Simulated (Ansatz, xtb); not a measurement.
## Isomers of BFHP in order of energy

3 gas-phase structures of BFHP, found in a search over its isomers (lower ones may exist). Each was relaxed with GFN2-xTB:

A. a singlet given by its coordinates
B. `FB=P`, a singlet
C. `B=PF`, a singlet

A (Å):

```xyz
4

B    -0.4936   -0.0862   -0.6323
F     0.6712    0.0402   -0.0019
P    -1.8511   -1.2193   -0.3424
H    -0.7137    0.6464   -1.5367
```

Close contacts (Å): B1–F2 1.33, B1–P3 1.79, B1–H4 1.18.

Question: Which do you expect lowest at r2SCAN-D4/def2-SVP, and how would the others follow?

Answer: Calculated order at r2SCAN-D4/def2-SVP: B (0.000), A (1.384), C (2.336) eV.

Energies above the lowest of each column, in eV:

```tsv
structure	GFN2-xTB	HF/STO-3G	r2SCAN-D4/def2-SVP
B	0.000	0.000	0.000
A	0.263	0.238	1.384
C	0.699	2.559	2.336
```

Every level run on B puts it lowest or level with the lowest. Frequencies (PBE0-D4/def2-TZVP) were run for B alone.

Programs: Ansatz 0.2.0, xtb 6.7.1.
